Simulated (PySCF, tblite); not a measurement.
# C4H7FO: magnetic properties

Aim: compute the magnetic properties of C4H7FO (`C/C=C(/F)CO`).

Computed with tblite 0.8.0 and PySCF 2.14.0 and routines of our own; the level stands in each step. Atoms count from 0.

## (1) The starting structure

13 atoms, charge 0, multiplicity 1; geometry from: force field or distance geometry start.

## (2) Geometry optimisation with GFN2-xTB, one coordinate held

Job settings and geometry (Å):

```
{"job": {"kind": "relax", "xc": "GFN2-xTB", "basis": "xTB"}, "charge": 0, "multiplicity": 1}
C     -1.713100    -0.606500    -0.500700
C     -1.016800     0.539500     0.144300
C      0.320400     0.713600     0.287000
F      0.698900     1.855200     0.916800
C      1.407900    -0.191900    -0.178100
O      1.715900    -1.132600     0.834600
H     -2.382700    -0.218800    -1.287600
H     -2.330200    -1.124100     0.241900
H     -1.043900    -1.333600    -0.958400
H     -1.662800     1.303200     0.576800
H      1.153100    -0.754100    -1.087700
H      2.305400     0.394200    -0.388400
H      1.680600    -0.648300     1.692800
```

Started as:

```sh
> OMP_NUM_THREADS=1 python excited_run.py task.json out
```

The driver reads the jobs from task.json and runs them one after another.

Output:

```text
step      E/eV     max force
  0    -568.51434    2.594
  1    -568.55828    1.992
  2    -568.58770    0.344
  3    -568.59707    0.273
  4    -568.60618    0.272
  5    -568.60895    0.155
  6    -568.61148    0.134
  7    -568.61299    0.135
  8    -568.61464    0.120
  9    -568.61595    0.093
 10    -568.61720    0.095
 11    -568.61841    0.112
 12    -568.61970    0.111
 13    -568.62081    0.126
 14    -568.62162    0.141
 15    -568.62227    0.147
 16    -568.62302    0.146
 17    -568.62384    0.140
 18    -568.62458    0.122
 19    -568.62519    0.101
 20    -568.62570    0.085
 21    -568.62617    0.079
 22    -568.62659    0.081
 23    -568.62694    0.079
 24    -568.62720    0.077
 25    -568.62736    0.083
 26    -568.62748    0.085
 27    -568.62758    0.084
 28    -568.62767    0.082
 29    -568.62774    0.075
 30    -568.62780    0.070
 31    -568.62786    0.068
 32    -568.62792    0.071
 33    -568.62798    0.074
 34    -568.62805    0.076
 35    -568.62810    0.076
 36    -568.62815    0.072
 37    -568.62822    0.064
 38    -568.62829    0.052
 39    -568.62835    0.039
 40    -568.62839    0.033
 41    -568.62844    0.035
 42    -568.62848    0.037
 43    -568.62852    0.032
 44    -568.62856    0.025
 45    -568.62858    0.020
 46    -568.62862    0.019
 47    -568.62866    0.020
 48    -568.62870    0.019
 49    -568.62874    0.016
 50    -568.62876    0.019
 51    -568.62878    0.022
 52    -568.62880    0.024
 53    -568.62881    0.021
 54    -568.62883    0.018
 55    -568.62885    0.019
```

Run time: 0.24 s. Hardware: 1 thread of Intel Xeon 6975P-C, shared host.

One coordinate is held by a constraint (a dihedral, as typed in the start), so the force along it need not vanish.

The steps of the relaxation: (not every step is listed)

```csv
step,energy from step 0 (eV),largest force (eV/Å)
0,0.0000,2.5936
1,-0.0439,1.9925
2,-0.0734,0.3437
3,-0.0827,0.2732
4,-0.0918,0.2721
5,-0.0946,0.1554
6,-0.0971,0.1339
7,-0.0987,0.1350
8,-0.1003,0.1198
12,-0.1054,0.1114
16,-0.1087,0.1463
20,-0.1114,0.0851
24,-0.1129,0.0769
28,-0.1133,0.0824
32,-0.1136,0.0710
36,-0.1138,0.0721
40,-0.1141,0.0332
44,-0.1142,0.0248
48,-0.1144,0.0194
50,-0.1144,0.0187
51,-0.1144,0.0224
52,-0.1145,0.0236
53,-0.1145,0.0209
54,-0.1145,0.0181
55,-0.1145,0.0193
```

Close pairs (by a distance rule), those that changed most:

```csv
bond,before (Å),after (Å),change (Å)
C1–C2,1.356,1.323,-0.033
O5–H12,0.986,0.965,-0.022
C0–H6,1.104,1.089,-0.014
C2–C4,1.490,1.503,+0.014
C2–F3,1.358,1.367,+0.009
C4–H10,1.099,1.091,-0.008
C1–H9,1.090,1.082,-0.008
C4–H11,1.092,1.100,+0.007
```

The end geometry stands in the next job.

## (3) Magnetic properties: GIAO KT3/pcSseg-1

Job settings and geometry (Å):

```
{"job": {"kind": "mag", "xc": "KT3", "basis": "pcSseg-1", "isotopologues": 0}, "charge": 0, "multiplicity": 1}
C     -1.730319    -0.594654    -0.517732
C     -1.048268     0.555998     0.134071
C      0.258194     0.709339     0.273058
F      0.709726     1.820691     0.928044
C      1.385993    -0.194750    -0.139651
O      1.701579    -1.153478     0.847690
H     -2.360549    -0.237635    -1.331308
H     -2.376907    -1.090180     0.205303
H     -1.023250    -1.321155    -0.903767
H     -1.693155     1.328892     0.531133
H      1.115241    -0.762882    -1.030620
H      2.263033     0.428178    -0.368388
H      1.930679    -0.692356     1.663272
```

With the program's defaults for keys left out, this is: GIAO KT3/pcSseg-1 magnetisability, rotational g tensor and spin-rotation constants, non-relativistic, gas phase.

Output:

```text
coarse grid: 10856 points
cycle   1  E = -336.0947375902  dE =  6.436e-01  |g| = 9.462e-01  |ddm| = 3.162e+00
cycle   2  E = -335.7381450953  dE =  3.566e-01  |g| = 1.665e+00  |ddm| = 2.202e+00
cycle   3  E = -336.2498298378  dE = -5.117e-01  |g| = 1.880e-01  |ddm| = 1.631e+00
cycle   4  E = -336.2578770404  dE = -8.047e-03  |g| = 6.038e-02  |ddm| = 2.325e-01
cycle   5  E = -336.2586304558  dE = -7.534e-04  |g| = 2.781e-02  |ddm| = 7.616e-02
cycle   6  E = -336.2588020014  dE = -1.715e-04  |g| = 1.096e-02  |ddm| = 3.174e-02
cycle   7  E = -336.2588333506  dE = -3.135e-05  |g| = 2.071e-03  |ddm| = 1.058e-02
cycle   8  E = -336.2588340116  dE = -6.610e-07  |g| = 8.673e-04  |ddm| = 2.257e-03
final grid: 105248 points
cycle   9  E = -336.3324019126  dE = -1.455e-04  |g| = 2.891e-02  |ddm| = 5.626e-02
cycle  10  E = -336.3320535319  dE =  3.484e-04  |g| = 5.432e-02  |ddm| = 5.903e-02
cycle  11  E = -336.3325243259  dE = -4.708e-04  |g| = 3.529e-03  |ddm| = 4.233e-02
cycle  12  E = -336.3325274566  dE = -3.131e-06  |g| = 9.833e-04  |ddm| = 3.678e-03
cycle  13  E = -336.3325276812  dE = -2.246e-07  |g| = 2.082e-04  |ddm| = 9.732e-04
cycle  14  E = -336.3325276906  dE = -9.452e-09  |g| = 8.064e-05  |ddm| = 2.527e-04
cycle  15  E = -336.3325276919  dE = -1.319e-09  |g| = 2.093e-05  |ddm| = 7.743e-05
cycle  16  E = -336.3325276920  dE = -7.276e-11  |g| = 5.450e-06  |ddm| = 2.029e-05
converged SCF energy = -336.3325276920

Magnetisability tensor (1e-30 J/T^2)
     -794.88      -30.93      -39.93
      -30.93     -878.62       75.97
      -39.93       75.97     -909.70
isotropic -861.07   principal values    -972.50   -855.71   -754.99
isotropic susceptibility -51.855 1e-6 cm^3/mol

Inertial axes            a          b          c
rot. const./GHz      4.2270     2.9078     1.9068
chi total           -49.797    -50.734    -55.032
chi diamagnetic    -343.716   -498.735   -696.776
chi paramagnetic    293.919    448.001    641.744
quadrupole/D A        5.311     -7.238      1.927
g nuclear            0.5513     0.6011     0.5667
g electronic        -0.5837    -0.6120    -0.5749
g total             -0.0324    -0.0109    -0.0081

Spin-rotation constants (kHz, H = +C I.J)
atom  isotope        aa         bb         cc
  3    19F        6.391      3.294      1.996
  6     1H       -0.083     -0.308     -0.115
  7     1H       -0.360     -0.282     -0.002
  8     1H       -0.286     -0.055     -0.187
  9     1H       -0.238      0.056     -0.168
 10     1H       -0.284     -0.050     -0.100
 11     1H       -0.036     -0.206     -0.107
 12     1H       -0.384     -0.252     -0.130
  0    13C*       0.644      0.393      0.254
  1    13C*       1.164      1.105      0.325
  2    13C*       1.351      1.397      0.553
  4    13C*       0.942      0.652      0.369
  5    17O*      -0.457     -0.277     -0.165
* in the singly substituted isotopologue
```

Wall time 19 s (1 thread of Intel Xeon 6975P-C, shared host); peak memory 0.53 GiB.

From this job:

```csv
quantity,value
magnetisability,-861·10⁻³⁰ J/T²
molar susceptibility,-51.9·10⁻⁶ cm³/mol
"rotational g (a, b, c)","-0.0324, -0.0109, -0.0081"
```

Orbitals, density, ELF and potential are computed afterwards from the orbital file.

Frontier orbitals at KT3/pcSseg-1, with the share of their density that lies nearest to each atom:

```csv
orbital,energy (eV),lies on
HOMO,-5.92,"C1, C2 about 30 % each; F3 13 %; O5 12 %"
LUMO,-0.75,"C1, C2 about 27 % each; O5 8 %; H9, H12 about 7 % each"
```

ELF in a plane through or near 6 of the atoms.

Values, 10 rows by 14 columns:
```
0.00 0.00 0.00 0.00 0.00 0.00 0.00 0.00 0.00 0.00 0.00 0.00 0.00 0.00
0.00 0.00 0.00 0.00 0.00 0.00 0.00 0.00 0.00 0.00 0.00 0.00 0.00 0.00
0.00 0.00 0.00 0.00 0.01 0.00 0.00 0.00 0.23 0.15 0.00 0.00 0.00 0.00
0.00 0.00 0.01 0.43 0.42 0.07 0.09 0.15 1.00 0.96 0.08 0.02 0.00 0.00
0.00 0.00 0.01 0.15 0.58 0.54 0.29 0.02 0.69 0.39 0.66 0.25 0.02 0.00
0.00 0.00 0.00 0.02 0.26 0.64 0.71 0.65 0.72 0.78 0.51 0.22 0.01 0.00
0.00 0.00 0.00 0.00 0.12 0.42 0.43 0.70 0.52 0.89 0.04 0.00 0.00 0.00
0.00 0.00 0.00 0.02 0.53 0.79 0.81 0.03 0.94 1.00 0.44 0.00 0.00 0.00
0.00 0.00 0.00 0.00 0.04 0.22 0.31 0.01 0.04 0.14 0.00 0.00 0.00 0.00
0.00 0.00 0.00 0.00 0.00 0.00 0.00 0.00 0.00 0.00 0.00 0.00 0.00 0.00
```
The map spans 10.3 Å across and 9.2 Å up, centred on the molecule. Atoms in the plane (x, y in Å): C0 (1.8, 0.4), C1 (0.9, -0.8), C2 (-0.4, -0.8), F3 (-1.1, -2.0), H8 (1.2, 1.3), H9 (1.4, -1.7).

log10 of the density (e/Å³) in the same plane.

Ten even steps from '0' (-4.0) to '9' (1.4):
```
0000000000000000000000000000
0000000000000000000000000000
0000000000000000000000000000
0000000000000011111100000000
0000001222222222333221000000
0000123444443334555433210000
0000234555554445666544321000
0001345667665555777655432100
0001345677776555779776542100
0001235567776656779876542100
0001234566777777777765432100
0000223456678878977654332000
0000113356777777777543220000
0000012457887666777543210000
0000002457897655666532100000
0000001346676544444321000000
0000000234554432333211000000
0000000012333211111100000000
0000000000000000000000000000
0000000000000000000000000000
```
The map spans 10.3 Å across and 9.2 Å up, centred on the molecule. Atoms in the plane (x, y in Å): C0 (1.8, 0.4), C1 (0.9, -0.8), C2 (-0.4, -0.8), F3 (-1.1, -2.0), H8 (1.2, 1.3), H9 (1.4, -1.7).

On the surface of density 0.002 e/bohr³ the electrostatic potential runs, from the 1st to the 99th percentile, from -1.38 V near O5 to 1.86 V near H12.

## (4) What came out

```
                                          quantity                      value
       magnetisability (step 3, GIAO KT3/pcSseg-1)            -861·10⁻³⁰ J/T²
  molar susceptibility (step 3, GIAO KT3/pcSseg-1)         -51.9·10⁻⁶ cm³/mol
rotational g (a, b, c) (step 3, GIAO KT3/pcSseg-1)  -0.0324, -0.0109, -0.0081
             surface potential, 1st and 99th percentile         -1.38 V and 1.86 V
```

By nearest atom (KT3/pcSseg-1), the HOMO sits on C1, C2 about 30 % each; F3 13 % and the LUMO on C1, C2 about 27 % each; O5 8 %. Vibrational averaging and real surroundings are missing from these values.
